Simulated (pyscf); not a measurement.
Single points on ωB97X-D3(BJ)/def2-SVP structures (PySCF, gas phase).

For H₃Si–Si•(SiH₃)–SiH₃ + water (H₂O) → HO–Si(SiH₂•)(SiH₃)–SiH₃ + hydrogen (H₂), a concerted two-bond exchange (doublet surface; H–Si, H–O broken, O–Si, H–H formed), PBE/def2-TZVP gives ΔE‡ = 1.39 eV and ΔE = -0.25 eV (zero: the separated reactants). In which direction and how far do r²SCAN/def2-TZVP, B3LYP-D3(BJ)/def2-TZVP, ωB97M-D3(BJ)/def2-TZVP move these?

r²SCAN: ΔE‡ = 1.53 eV, ΔE = -0.33 eV; B3LYP-D3(BJ): ΔE‡ = 1.62 eV, ΔE = -0.34 eV; ωB97M-D3(BJ): ΔE‡ = 1.70 eV, ΔE = -0.27 eV. PBE's barrier lies under all of them, by 0.13 to 0.31 eV. Its reaction energy lies over all of them, by 0.01 to 0.08 eV. Low barriers are usual for a GGA, whose delocalisation error favours stretched bonds. On the reactant side the descent ends in a complex (not fully relaxed), 0.19 eV under the separated species and 1.98 eV under the saddle at ωB97X-D3(BJ)/def2-TZVP. At ωB97X-D3(BJ)/def2-TZVP the barrier from the zero used here is 1.79 eV. HO–Si(SiH₂•)(SiH₃)–SiH₃ lies 1.14 eV over its isomer H₃Si–O–Si•(SiH₃)–SiH₃ (electronic energy, ωB97M-D3(BJ)/def2-TZVP). This is the saddle that the search found; another between the same sides may lie lower.
